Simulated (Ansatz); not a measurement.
[BFH3]- (BH₃F⁻), relaxed as a singlet with RKS PBE0-D4/def2-TZVPD in Ansatz, starting from the GFN2-xTB geometry. Force threshold 0.02 eV/Å.

Start:

```xyz
5

B    -0.0413    0.0335    0.0210
F     0.9967   -0.8165   -0.5201
H    -0.1185    1.0406   -0.6748
H     0.2620    0.3290    1.1735
H    -1.0989   -0.5866    0.0004
```

(1) Estimate the energy that the relaxation releases and the steps that it takes.

(2) Does the start keep its bonding and symmetry?

(3) Predict the relaxed structure.

Results:

(1) 0.02 eV, in 3 steps; 1.6 s on 4 threads of Arm Neoverse V2 on a shared host. No frequencies were taken in this run, so the end may be a saddle point.

(2) By distances, no bond broke or formed. The bond that changes most is B1–H5, from 1.23 to 1.25 Å (atoms count from 1). Point group C3v at the start, C3v at the end, both within 0.05 Å.

(3) 
Cartesian coordinates in Å:
```
B -0.0267 0.0218 0.0139
F 1.0174 -0.8333 -0.5307
H -0.1289 1.0552 -0.6740
H 0.2541 0.3387 1.1854
H -1.1158 -0.5824 0.0054
```
Bond lengths: 1 × B–F 1.46 Å; 3 × B–H 1.25 Å.
